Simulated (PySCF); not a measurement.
# CH4Si (SMILES C[SiH]): CISD/STO-3G

Aim: the vertical singlet–triplet gap of CH4Si at CISD/STO-3G, from 2 runs. Input form: a Python script.

The calculation is run with PySCF 2.14.0.

5 further runs of the same task are left out: 5 set aside as unsound or not needed.

### 1 The molecule

CH4Si: 6 atoms, total charge 0, spin state singlet. As SMILES, `C[SiH]`. The shape is that of a PBE0-D4/def2-TZVP optimisation.

Bond lengths: C1–Si2 1.892 Å, C1–H3 1.098 Å, C1–H4 1.091 Å, C1–H5 1.098 Å, Si2–H6 1.531 Å. Angles: C1–Si2–H6 94.2°, Si2–C1–H3 109.7°, Si2–C1–H4 113.8°, Si2–C1–H5 109.5°, H3–C1–H4 109.0°, H3–C1–H5 105.5°, H4–C1–H5 109.0°.

### 2 The energy at CISD/STO-3G

Input file run.py:

```python
from pyscf import gto, scf, ci

mol = gto.M(
    atom='''
C       -0.093500      -0.366000      -0.370300
Si       0.917300       0.209800       1.122300
H       -1.156900      -0.410100      -0.102200
H        0.215000      -1.335600      -0.763000
H       -0.024000       0.382000      -1.170800
H        0.142200       1.520000       1.284000
''',
    basis='sto-3g',
    spin=0,
    charge=0,
    max_memory=1860,
    verbose=3,
)

mf = scf.RHF(mol)
mf.conv_tol = 1e-10
mf.kernel()
if not mf.converged:
    mf = mf.newton().run(mf.mo_coeff, mf.mo_occ)

cisd = ci.CISD(mf, frozen=6)
cisd.kernel()
e_final = cisd.e_tot
print('E(%s) = %.9f' % ('CISD', e_final))
```

Run with:

```bash
$ OMP_NUM_THREADS=1 python run.py
```

The program printed:

```text
converged SCF energy = -325.263608741287
E(RCISD) = -325.3742632323903  E_corr = -0.1106544911032898
E(CISD) = -325.374263232
```

Run time: 0.7 s. Hardware: 1 thread of Arm Neoverse V1, shared host; peak memory 0.1 GiB.

### 3 The triplet, same level

Input file input.xyz:

```xyz
6
CH4Si
C     -0.093500    -0.366000    -0.370300
Si     0.917300     0.209800     1.122300
H     -1.156900    -0.410100    -0.102200
H      0.215000    -1.335600    -0.763000
H     -0.024000     0.382000    -1.170800
H      0.142200     1.520000     1.284000
```

Input file run.py:

```python
from pyscf import gto, ci

mol = gto.M(
    atom='input.xyz',
    basis='sto-3g',
    spin=2,
    verbose=3,
    max_memory=1860,
)

calc0 = mol.UHF()
calc0.conv_tol = 1e-10
calc0.kernel()
if not calc0.converged:
    calc0 = calc0.newton().run(calc0.mo_coeff, calc0.mo_occ)

cisd = ci.CISD(calc0, frozen=6)
cisd.kernel()
e_final = cisd.e_tot
print(f'total energy: {e_final:.8f} hartree')
```

Run with:

```bash
$ OMP_NUM_THREADS=1 python run.py
```

The program printed:

```text
WARN: HOMO 0.0704910138713744 >= LUMO -0.136820060895067

converged SCF energy = -325.216920359985  <S^2> = 2.0019926  2S+1 = 3.0013281
E(UCISD) = -325.3180052511019  E_corr = -0.1010848911163614
total energy: -325.31800525 hartree
```

Wall time 0.91 s (1 thread of Arm Neoverse V1, shared host); peak memory 0.12 GiB.

### 4 What came out

At CISD/STO-3G, 6 core orbitals frozen:

```
                                                           quantity          value
                                              singlet: total energy  -325.37426 Eh
                      singlet: dipole moment (Hartree–Fock density)         0.15 D
                       singlet: HOMO energy (Hartree–Fock orbitals)       -6.03 eV
                       singlet: LUMO energy (Hartree–Fock orbitals)        6.15 eV
                     singlet: HOMO–LUMO gap (Hartree–Fock orbitals)       12.19 eV
               singlet: correlation energy (6 core orbitals frozen)     -110.7 mEh
                                              triplet: total energy  -325.31801 Eh
                      triplet: dipole moment (Hartree–Fock density)         1.69 D
triplet: HOMO energy (Hartree–Fock orbitals) (highest over α and β)       -4.91 eV
 triplet: LUMO energy (Hartree–Fock orbitals) (lowest over α and β)        4.85 eV
               triplet: correlation energy (6 core orbitals frozen)     -101.1 mEh
                         triplet: ⟨S²⟩ of the reference determinant          2.002
                   vertical energy of the triplet above the singlet       1.531 eV
```

At this shape the triplet lies 1.53 eV (148 kJ/mol) above the singlet. In a minimal basis such a difference can be off by several eV, whatever the method. Mulliken charges (singlet) of the mean-field density run from -0.39 on C1 to +0.51 on Si2.
